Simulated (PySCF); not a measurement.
Molecule: acrylic acid (SMILES C=CC(=O)O).

Atom-mapped SMILES (the numbers label the heavy atoms): `[CH2:1]=[CH:2][C:3](=[O:4])[OH:5]` (H(Xn): hydrogen on atom n). Ha(C1) is cis to C3; Hb(C1) is trans to C3.

Spin–spin couplings on one PBE0-D3(BJ)/def2-SVP geometry, PySCF 2.14, gas phase, non-relativistic, equivalent pairs averaged; isotopes $^{1}$H; functional B3LYP.

Reference values (Hz): $^{3}J$(H(C2),Hb(C1)) = 10.5 (measured; solution (compiled); Pretsch, Buehlmann, Badertscher, Structure Determination of Organic Compounds, 4th ed., Springer 2009); $^{3}J$(H(C2),Ha(C1)) = 17.2 (measured; solution (compiled); Pretsch, Buehlmann, Badertscher, Structure Determination of Organic Compounds, 4th ed., Springer 2009); $^{2}J$(Hb(C1),Ha(C1)) = 1.8 (measured; solution (compiled); Pretsch, Buehlmann, Badertscher, Structure Determination of Organic Compounds, 4th ed., Springer 2009).

Q: How do the couplings (Hz) change with the basis set? Times are CPU seconds on 1 thread of an Arm Neoverse V1, shared host. Far from the basis limit: 6-31G-J, pcJ-0, 6-31G*, def2-TZVP, cc-pVTZ.

A: 
| basis set | functions | $^{3}J$(H(C2),Hb(C1)) | $^{3}J$(H(C2),Ha(C1)) | $^{2}J$(Hb(C1),Ha(C1)) | mean abs. error | core-s |
| --- | --- | --- | --- | --- | --- | --- |
| 6-31G-J | 76 | 12.2 | 18.7 | 0.0 | 1.7 | 7.7 |
| pcJ-0 | 77 | 10.1 | 17.5 | 1.5 | 0.4 | 7.5 |
| 6-31G* | 78 | 9.8 | 15.9 | 0.3 | 1.1 | 7.6 |
| pcJ-1 | 175 | 11.2 | 18.9 | 2.8 | 1.2 | 27 |
| def2-TZVP | 179 | 8.9 | 15.8 | 3.8 | 1.6 | 22 |
| cc-pVTZ | 206 | 9.0 | 15.5 | 3.6 | 1.7 | 25 |
| aug-cc-pVTZ-J | 310 | 11.8 | 19.4 | 3.8 | 1.9 | 50 |

Errors compare magnitudes, without vibrational corrections, and the largest couplings weigh most in the mean. Closest: pcJ-0; furthest: aug-cc-pVTZ-J.

The Fermi-contact term samples the wavefunction at the nucleus, which is why sets with added tight s functions (names with J) are made for couplings. Agreement of an ordinary basis with the reference is then largely a cancellation of errors.
